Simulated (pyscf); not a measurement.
Single points on ωB97X-D3(BJ)/def2-SVP structures (PySCF, gas phase).

Q: [HAl–PH₂]• (SMILES [AlH][PH2]) + H₂ (SMILES [H][H]) -> H₂Al–PH₂ (SMILES [AlH2][PH2]) + H• (SMILES [H])
Surface: doublet. Broken: H–H. Formed: Al–H. Give ΔE‡ and ΔE from ωB97M-D3(BJ)/def2-TZVP, relative to the separated reactants.

A: ΔE‡ = 23.6 kcal/mol, ΔE = +20.6 kcal/mol. Zero-point energy shifts the barrier by -1.7 kcal/mol. It is a hydrogen abstraction, with an imaginary mode of 675i cm⁻¹. This is the saddle that the search found; another between the same sides may lie lower. The angle at the transferred H is 178°.
